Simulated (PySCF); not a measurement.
Below is a simulated gas-phase P 1s photoelectron spectrum of `O=P1(P)CC1`.

Every computed line was given a Gaussian of 0.7 eV full width at half maximum and an area set by the number of equivalent atoms; the highest printed point is 100. Computed with PySCF 2.14.0, delta-SCF UKS SCAN, pcX-2 on the ionised atom, pcseg-1 elsewhere, spin-free X2C.

binding energy (eV), intensity and a bar:
```
   2149.5          0 
   2149.6          1 
   2149.7          2 #
   2149.8          5 #
   2149.9         11 ###
   2150.0         21 ######
   2150.1         35 ###########
   2150.2         54 ################
   2150.3         75 ######################
   2150.4         91 ###########################
   2150.5        100 ##############################
   2150.6         98 #############################
   2150.7         86 ##########################
   2150.8         67 ####################
   2150.9         48 ##############
   2151.0         33 ##########
   2151.1         26 ########
   2151.2         27 ########
   2151.3         37 ###########
   2151.4         53 ################
   2151.5         72 ######################
   2151.6         90 ###########################
   2151.7         99 ##############################
   2151.8         99 ##############################
   2151.9         87 ##########################
   2152.0         69 #####################
   2152.1         49 ###############
   2152.2         31 #########
   2152.3         17 #####
   2152.4          9 ###
   2152.5          4 #
   2152.6          2 
   2152.7          1
```

Task: How many maxima does the curve show, and how many computed lines lie under it?

Result: The curve has 2 maxima (at 2150.5 and 2151.7 eV). Under it lie 2 lines from 2 inequivalent phosphorus sites.

Task: Decompose the envelope and assign each component. Numbering: `[O:1]=[P:2]1([PH2:3])[CH2:4][CH2:5]1`.

Result: 
```
position (eV)  relative area  line  atoms                  environment
      2150.53              1  P 1s     P3  three-coordinate phosphorus
      2151.74              1  P 1s     P2        phosphoryl phosphorus
```

Task: Above which line width would these two lines show one maximum?

Result: Two equal Gaussians merge once their distance is under 2σ = FWHM/1.177. With 1.21 eV between them that is a full width over 1.42 eV.

The listed P 1s values span 1.21 eV, from P3 (bonded to 2 H and P) to P2 (bonded to O (double bond), 2 C and P). Summing the Pauling electronegativity differences to the bonded atoms, each weighted by its formal bond order, gives +0.02 for the lowest site and +3.22 for the highest.

Shake-up satellites, vibrational structure and lifetime widths aren't simulated. One conformer (not necessarily the lowest) at the PBE0-D3(BJ)/def2-SVP geometry, without solvent, vibrations or thermal averaging.

The run took 31 s on one thread, Arm Neoverse V2 (aarch64), shared host with 96 logical CPUs at a one-minute load of 56, and the process peaked at 0.48 GiB of memory.

Conformer computed: `[O:1]=[P:2]1([PH2:3])[CH2:4][CH2:5]1`: H–P3–P2–O1 -44°, H–P3–P2–O1 49°.
